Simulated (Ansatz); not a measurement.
C4H5NO can be A, `C#CNC(C)=O`, or B, `N#CCC1CO1`.

Computed with Ansatz on PBE0-D4/def2-TZVP structures; ΔE is electronic, products minus reactants. CCSD(T)/CBS adds triple-zeta CCSD(T) − MP2 to the extrapolated MP2 energy (def2 sets, frozen cores). DFT in def2-TZVPP. B3LYP here is the variant with VWN-RPA as its local correlation; programs differ in this. One conformer a species, not always the lowest.

A:

```xyz
11

C     2.4551    0.2328    1.6522
C     1.5850    0.0089    0.8585
N     0.6182   -0.2477   -0.0345
C    -0.6443    0.3278    0.0208
C    -1.5845   -0.1548   -1.0504
O    -0.9496    1.1211    0.8706
H     3.2222    0.4371    2.3593
H     0.8182   -0.9038   -0.7717
H    -2.2223   -0.9360   -0.6293
H    -1.0737   -0.5589   -1.9258
H    -2.2242    0.6735   -1.3497
```

B:

```xyz
11

N     1.7755    2.2353    0.7969
C     1.0561    1.6191    0.1464
C     0.1356    0.8241   -0.6500
C    -0.6464   -0.1444    0.2045
C    -0.1944   -1.5153    0.3946
O    -1.2571   -1.2038   -0.4976
H    -0.5490    1.4972   -1.1749
H     0.6970    0.2722   -1.4085
H    -1.2629    0.3125    0.9762
H     0.7290   -1.8405   -0.0783
H    -0.4835   -2.0564    1.2908
```

(1) Which isomer does CCSD(T)/CBS put lower? Give the gap. (Best estimate.)

(2) Give E(B) − E(A) in kcal/mol with B3LYP, B2PLYP, ωB97M-V, MP2/def2-TZVPP, CCSD(T)/def2-TZVPP, PBE-D4, PBE0-D4. (An estimate is asked.)

Largest T1 diagnostic: 0.015.

## Answers

(1) Computed: B, by 2.9 kcal/mol.

(2) The calculation gave: B3LYP 1.9, B2PLYP -0.5, ωB97M-V -2.2, MP2/def2-TZVPP -5.0, CCSD(T)/def2-TZVPP -4.8, PBE-D4 0.5, PBE0-D4 -1.2. The order is the other way round with B3LYP, PBE-D4.

In def2-TZVPP, CCSD(T) changes the Hartree–Fock value by −3.4 kcal/mol (the triples alone add +0.4 kcal/mol) and MP2 by −3.6 kcal/mol. From PBE to PBE0 (25 % exact exchange), in def2-TZVPP and without D4, E(B) − E(A) moves by −1.6 kcal/mol.
